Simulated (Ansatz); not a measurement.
in.yaml

```yaml
crystal:
  periodic: [false, false, false]
  atoms:
    - {symbol: Al, position_ang: [-0.085736, 0.000000, 0.000000]}
    - {symbol: H, position_ang: [-0.878659, 1.373384, 0.000000]}
    - {symbol: H, position_ang: [-0.878659, -1.373384, 0.000000]}
    - {symbol: H, position_ang: [1.500112, 0.000000, 0.000000]}
    - {symbol: H, position_ang: [2.552264, 0.000000, 0.000000]}
basis:
  gaussian: {orbitals: cc-pVDZ}
magnetization: {spin_polarized: true, initial_magnetization: 1}
correlation: {method: ccsdtq, electrons: outside_noble_gas}
```

```sh
$ ansatz run in.yaml --threads 2 --pin off --events-out ev --progress --plain --max-ram 16896MiB --backend cuda --devices 0, --max-vram 18GiB
```

Log:

```
676 factors; integrals over basis functions are off by at most 2.3e-7 eV
mean field evaluation 1: about -6641.5657 eV, gradient 7.2e0 eV
mean field evaluation 2: about -6641.5840 eV, gradient 7.2e0 eV
mean field evaluation 4: about -6642.4235 eV, gradient 1.2e0 eV
mean field evaluation 8: about -6642.4631 eV, gradient 7.6e-4 eV
mean field evaluation 16: about -6642.4566 eV, gradient 4.5e-1 eV
mean field evaluation 32: about -6640.3939 eV, gradient 6.6e-3 eV
mean field -6642.46307979 eV, -244.1060157592 hartree, gradient 8.7e-6 eV, S^2 0.767990; 1 other end points of the search recorded, 0 dependent functions left out
determinant -6642.46307979 eV, -244.1060157592 hartree, with singles and doubles -6645.55503464 eV, -244.2196430041 hartree
determinant -6640.39389682 eV, -244.0299746874 hartree, with singles and doubles -6643.93674267 eV, -244.1601718709 hartree
5 core orbitals not correlated: weight in the atoms' cores, before any rotation towards them, 1.000 or more for the frozen orbitals, at most 0.000 for the correlated occupied ones
reference -6642.46307979 eV, -244.1060157592 hartree; 4, 3 occupied and 29, 30 virtual orbitals, 676 factors
second order -2.33400063 eV of doubles, -0.00000000 eV of singles
cycle   1  -2.85963423 eV  change   -5.3e-1 eV  update   5.8e-2
cycle   2  -3.12414475 eV  change   -2.6e-1 eV  update   2.6e-2
cycle   3  -3.14273372 eV  change   -1.9e-2 eV  update   9.9e-3
cycle   4  -3.15154829 eV  change   -8.8e-3 eV  update   4.8e-3
cycle   5  -3.15203329 eV  change   -4.8e-4 eV  update   2.2e-3
cycle   6  -3.15191178 eV  change    1.2e-4 eV  update   8.9e-4
cycle   7  -3.15236268 eV  change   -4.5e-4 eV  update   3.5e-4
cycle   8  -3.15246859 eV  change   -1.1e-4 eV  update   1.4e-4
cycle   9  -3.15239669 eV  change    7.2e-5 eV  update   5.9e-5
cycle  10  -3.15238640 eV  change    1.0e-5 eV  update   2.7e-5
cycle  11  -3.15238863 eV  change   -2.2e-6 eV  update   1.3e-5
cycle  12  -3.15239366 eV  change   -5.0e-6 eV  update   5.3e-6
cycle  13  -3.15239504 eV  change   -1.4e-6 eV  update   2.4e-6
cycle  14  -3.15239292 eV  change    2.1e-6 eV  update   1.1e-6
cycle  15  -3.15239210 eV  change    8.1e-7 eV  update   5.2e-7
cycle  16  -3.15239189 eV  change    2.2e-7 eV  update   3.2e-7
Total energy: -6645.61547168 eV, -244.2218640243 hartree
```

For the same geometry and basis full CI lies 0.1 meV higher.

Ran on 2 threads of AMD EPYC 7R13 with a shared H100 80 GB, shared host: 7.5 s wall, 0.86 GiB peak host memory.
